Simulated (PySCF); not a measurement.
Species: C4H7OS (doublet state).
Structure used (GFN2-xTB), in Å, numbered top down from 1:
```
atom  x, y, z in Å
C1    -1.548   -0.462    0.097
C2    -0.153   -0.278   -0.509
C3     0.941   -0.949    0.233
S4     1.505    0.495    1.070
O5     2.926    0.781    0.879
C6     0.420    1.131   -0.320
H7    -1.550   -0.141    1.136
H8    -2.278    0.125   -0.455
H9    -1.841   -1.508    0.057
H10   -0.200   -0.585   -1.563
H11    1.017   -1.981    0.519
H12   -0.282    1.902   -0.018
H13    1.038    1.471   -1.145
```

As a line formula: `C[C@@H]1[CH][S@@](=O)C1` [radical].

The calculation used PySCF 2.14.0, UKS B3LYP, pcH-1 on C H O S, non-relativistic, mean-field spin-orbit, GIAO. Isolated species at its GFN2-xTB geometry (one conformer only). A GFN2-xTB geometry isn't a minimum of the functional, and hyperfine couplings can be far from their values at a DFT geometry. Stability of the SCF solution: not tested.

Question: The isotropic 13C couplings are +134.9, +51.7, -29.1, +23.5 MHz. Assign them to C1; C2; C3; C6.

Answer: 
```csv
site,a_iso (MHz),ρ(0) (bohr⁻³),position,distance from C3 (Å),spin population,largest |T| (MHz)
C1,+51.7,+0.0460,2 bonds from C3,2.54,+0.03,8.9
C2,-29.1,-0.0259,1 bond from C3,1.48,-0.07,2.5
C3,+134.9,+0.1199,largest spin population,0.00,+0.91,142.0
C6,+23.5,+0.0209,2 bonds from C3,2.21,+0.02,4.2
```

Question: The isotropic 1H couplings, averaged over equivalent nuclei, are +120.6, -39.3, -6.4, -4.1, +1.7 MHz. Assign them to H7/H8/H9; H10; H11; H12; H13.

Answer: 
```csv
site,a_iso (MHz),ρ(0) (bohr⁻³),position,distance from C3 (Å),bound to,spin population there,largest |T| (MHz)
H7/H8/H9,+1.7,+0.0004,"γ, 3 bonds from C3",3.03,C1,+0.03,5.5
H10,+120.6,+0.0270,"β, 2 bonds from C3",2.16,C2,-0.07,8.7
H11,-39.3,-0.0088,"α, 1 bond from C3",1.07,C3,+0.91,34.9
H12,-4.1,-0.0009,"γ, 3 bonds from C3",3.11,C6,+0.02,4.7
H13,-6.4,-0.0014,"γ, 3 bonds from C3",2.79,C6,+0.02,5.7
```

ρ(0) is the spin density at the nucleus and T the dipolar tensor; a_iso includes a spin–orbit part; entries for several nuclei are means. Largest spin populations (Mulliken): C3 (+0.91) and C2 (-0.07). No atom but C3 exceeds +0.15. The positive populations add up to 1.10 and the negative ones to -0.10, together 2S = 1. The angles at C3 add up to 354.0°, so it is slightly pyramidal.

Class means assume fast exchange of nuclei equivalent by connectivity; if that motion is slow, each nucleus keeps its own coupling. The three 1H nuclei of mean +1.7 MHz run from -3.6 to 10.4 MHz in the frozen geometry.

On one thread of an Arm Neoverse V2, shared host with 192 logical CPUs at a one-minute load of 83, this took 47 s of wall time (grids of density and orbitals included) and 0.90 GiB of memory at its peak.
